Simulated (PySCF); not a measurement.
**AlO (oxoaluminum) at UCCSDT/STO-3G**

What is the vertical ionisation energy of AlO (oxoaluminum) at UCCSDT/STO-3G? Input form: a Python script.

The calculation is run with PySCF 2.14.0.

33 further runs of the same task are left out: 8 that didn't finish, 25 set aside as unsound or not needed.

### 1 Starting point

The species is AlO (2 atoms), meant as a doublet with charge 0. SMILES: `[O]=[Al]`. The shape comes from GFN2-xTB, which is rough for such elements, and wasn't checked as a minimum.

Bond lengths: O1–Al2 1.570 Å.

### 2 A single-point energy at UCCSDT/STO-3G

Contents of job.py:

```python
# oxoaluminum
from pyscf import gto, scf, cc

molecule = gto.Mole()
molecule.atom = [
    ('O', (0.000000, 0.000000, 0.000000)),
    ('Al', (0.000000, 0.000000, 1.570050)),
]
molecule.verbose = 3
molecule.max_memory = 1860
molecule.basis = 'sto-3g'
molecule.spin = 1
molecule.build()

myscf = scf.UHF(molecule)
myscf.conv_tol = 1e-10
myscf.kernel()
if not myscf.converged:
    myscf = myscf.newton().run(myscf.mo_coeff, myscf.mo_occ)

mycc = cc.CCSDT(myscf, frozen=6)
mycc.kernel()
energy = mycc.e_tot
print('E = %.10f Eh' % energy)
```

Run with:

```console
$ OMP_NUM_THREADS=1 python job.py
```

What it wrote:

```text
converged SCF energy = -312.770492549733  <S^2> = 0.77228711  2S+1 = 2.0221643
_make_eris_incore_UCCSDT

WARN: A large `blksize_v_aaa` is being used, which may cause large memory consumption
      for storing contraction intermediates. If memory is sufficient, consider using
      `pyscf.cc.uccsdt_highm.UCCSDT` instead.

WARN: A large `blksize_v_aab` is being used, which may cause large memory consumption
      for storing contraction intermediates. If memory is sufficient, consider using
      `pyscf.cc.uccsdt_highm.UCCSDT` instead.

UCCSDT converged
E(UCCSDT) = -312.8703296268429   E_corr = -0.0998370771096293
E_corr(same-spin) = -0.023568536299602
E_corr(oppo-spin) = -0.0762685408100273
E = -312.8703296268 Eh
```

Wall time 1.2 s (1 thread of Arm Neoverse V1, shared host); peak memory 0.1 GiB.

### 3 The singlet cation, same level

Contents of job.py:

```python
from pyscf import gto, cc

molecule = gto.M(
    atom='''
O      0.000000     0.000000     0.000000
Al     0.000000     0.000000     1.570050
''',
    basis='sto-3g',
    verbose=3,
    max_memory=1860,
    charge=1,
)

calc0 = molecule.RHF()
calc0.conv_tol = 1e-10
calc0.kernel()
if not calc0.converged:
    calc0 = calc0.newton().run(calc0.mo_coeff, calc0.mo_occ)

mycc = cc.CCSDT(calc0, frozen=6)
mycc.kernel()
e_final = mycc.e_tot
print(f'total energy: {e_final:.8f} hartree')
```

Run with:

```console
$ OMP_NUM_THREADS=1 python job.py
```

What it wrote:

```text
converged SCF energy = -312.541089106961
_make_eris_incore_RCCSDT

WARN: A large `blksize` is being used, which may cause large memory consumption
      for storing contraction intermediates. If memory is sufficient, consider using
      `pyscf.cc.rccsdt_highm.RCCSDT` instead.

WARN: A large `blksize_oovv` is being used, which may cause large memory consumption
      for storing contraction intermediates. If memory is sufficient, consider using
      `pyscf.cc.rccsdt_highm.RCCSDT` instead.

WARN: A large `blksize_oooo` is being used, which may cause large memory consumption
      for storing contraction intermediates. If memory is sufficient, consider using
      `pyscf.cc.rccsdt_highm.RCCSDT` instead.

RCCSDT converged
E(RCCSDT) = -312.6913514686545   E_corr = -0.1502623616936024
E_corr(same-spin) = -0.0232829113279391
E_corr(oppo-spin) = -0.126979450365663
total energy: -312.69135147 hartree
```

It took 0.89 s on 1 thread of Arm Neoverse V1, shared host; peak memory 0.12 GiB.

### 4 What came out

Level: UCCSDT/STO-3G, 6 core orbitals frozen.

| quantity | value |
| --- | --- |
| doublet AlO: total energy | -312.87033 Eh |
| doublet AlO: dipole moment (Hartree–Fock density) | 1.87 D |
| doublet AlO: HOMO energy (Hartree–Fock orbitals) (highest over α and β) | -5.45 eV |
| doublet AlO: LUMO energy (Hartree–Fock orbitals) (lowest over α and β) | 8.42 eV |
| doublet AlO: correlation energy (6 core orbitals frozen) | -99.8 mEh |
| doublet AlO: ⟨S²⟩ of the reference determinant | 0.772 |
| doublet AlO: T1 diagnostic | 0.102 |
| singlet cation: total energy | -312.69135 Eh |
| singlet cation: HOMO energy (Hartree–Fock orbitals) | -16.86 eV |
| singlet cation: LUMO energy (Hartree–Fock orbitals) | -5.20 eV |
| singlet cation: HOMO–LUMO gap (Hartree–Fock orbitals) | 11.66 eV |
| singlet cation: correlation energy (6 core orbitals frozen) | -150.3 mEh |
| singlet cation: T1 diagnostic | 0.075 |
| vertical ionisation energy (to the singlet cation) | 4.870 eV |

What this shows: Removing an electron at fixed nuclei costs 4.87 eV (470 kJ/mol). Only the singlet of the ionised species was computed; a triplet could lie lower. In a minimal basis such a difference can be off by several eV, whatever the method. The T1 diagnostic (doublet AlO) of 0.102 is above the customary mark for such species, so a single reference may not serve. The T1 diagnostic (singlet cation) of 0.075 is above the customary mark for such species, so a single reference may not serve.
